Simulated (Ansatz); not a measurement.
fcc Ca

The numbers are results of LDA in Ansatz (plane waves, PAW), not measurements.

Numerical settings: plane-wave cutoff 500 eV, 22×22×22 k mesh, Fermi–Dirac smearing 0.1 eV, scalar-relativistic PAW data made under PBE.

Cell (relaxed at this level):

```yaml
crystal:
  lattice:
    - [0.00000, 2.67087, 2.67087]
    - [2.67087, 0.00000, 2.67087]
    - [2.67087, 2.67087, 0.00000]
  atoms:
    - { symbol: Ca, position: [0.00000, 0.00000, 0.00000] }
```

```
Quantity                               Result
------------------------------  -------------
equilibrium volume per atom     38.11 Å³/atom
equilibrium lattice constant a        5.342 Å
```

Measured, for comparison: equilibrium volume per atom 42.81 Å³/atom, lattice constant a 5.553 Å (low-temperature or extrapolated to 0 K; zero-point anharmonic expansion removed; as tabulated in Csonka et al. (2009), arXiv:0903.4037). Computed (rounded) less measured: equilibrium volume per atom -11.0 %, lattice constant a -3.8 %.

Static lattice: no zero-point or thermal effects.

Computing time: roughly 23 core-seconds.

Ansatz is an electronic-structure program.
